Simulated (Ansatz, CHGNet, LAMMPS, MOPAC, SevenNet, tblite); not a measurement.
**How well does each level of theory give the elastic constant C44 of zinc-blende HgTe?**

Reference value: 21.2 GPa (measured, temperature not stated, not corrected to a static lattice; as tabulated in Oses et al. (2018), arXiv:1811.08464).

### Question
What do Stillinger–Weber CdTeZnSeHgS0.sw, GFN1-xTB, PM7 semi-empirical Hartree-Fock (MOPAC), CHGNet-r²SCAN, SevenNet-l3i5, LDA, PBE, PBE+SOC, PBEsol, PBEsol+SOC, r²SCAN give, and how far is each from the reference?

### Answer

| level (code) | value (GPa) | cell (Å³/atom) | difference (%) |
|---|---|---|---|
| Stillinger–Weber CdTeZnSeHgS0.sw (LAMMPS) | 17.6 | 33.70 | -17.0 |
| GFN1-xTB (tblite) | 15.7 | 36.61 | -26 |
| PM7 semi-empirical Hartree-Fock (MOPAC) | 34.2 | 31.89 | +61 |
| CHGNet-r²SCAN | 2.45 | 35.72 | -88 |
| SevenNet-l3i5 | 18.1 | 36.93 | -14.6 |
| LDA (Ansatz) | 22.6 | 33.31 | +6.6 |
| PBE (Ansatz) | 19.3 | 36.76 | -9.0 |
| PBE+SOC (Ansatz) | 19.6 | 36.41 | -7.5 |
| PBEsol (Ansatz) | 21.1 | 34.47 | -0.5 |
| PBEsol+SOC (Ansatz) | 21.5 | 34.14 | +1.4 |
| r²SCAN (Ansatz) | 20.5 | 35.49 | -3.3 |

Leaving aside Stillinger–Weber CdTeZnSeHgS0.sw (doubt noted below): The reference's temperature isn't stated, so close values are not ranked against it. Off by more than 25 %, or 35 % on the side where a correction would as a rule narrow the miss (bounds picked here): CHGNet-r²SCAN (-88 %), PM7 semi-empirical Hartree-Fock (MOPAC) (+61 %), GFN1-xTB (-26 %).

The reference isn't brought to a static lattice, while the calculations are for one, so the differences are not the levels' errors alone. A static lattice is as a rule stiffer than a warm one, by over a tenth in soft solids.  Density-functional levels without +SOC have no spin–orbit coupling. Stillinger–Weber CdTeZnSeHgS0.sw: the potential file covers more elements than this solid holds. GFN1-xTB, PM7 semi-empirical Hartree-Fock (MOPAC): the method was fitted mainly to molecules. GFN1-xTB, PM7 semi-empirical Hartree-Fock (MOPAC): the run uses a supercell at the zone centre in place of a k mesh. LDA, PBE, PBE+SOC, PBEsol, PBEsol+SOC, r²SCAN: the solid has no gap at this level, which affects its response. Each level is taken at its own relaxed cell. Cutoffs differ between the levels. Ansatz's density-functional and Hartree–Fock values are scalar-relativistic unless marked +SOC, with PAW data made under PBE.

Empirical potentials (Stillinger–Weber CdTeZnSeHgS0.sw) are fitted to chosen data: where that held the value shown, agreement is built in, and what lay outside the fit can be far off. Machine-learned potentials (CHGNet-r²SCAN, SevenNet-l3i5) are trained on DFT data: a solid inside that data is no test of them.

Differences are worked out from the printed values.

Ansatz is a quantum-chemistry and plane-wave program.
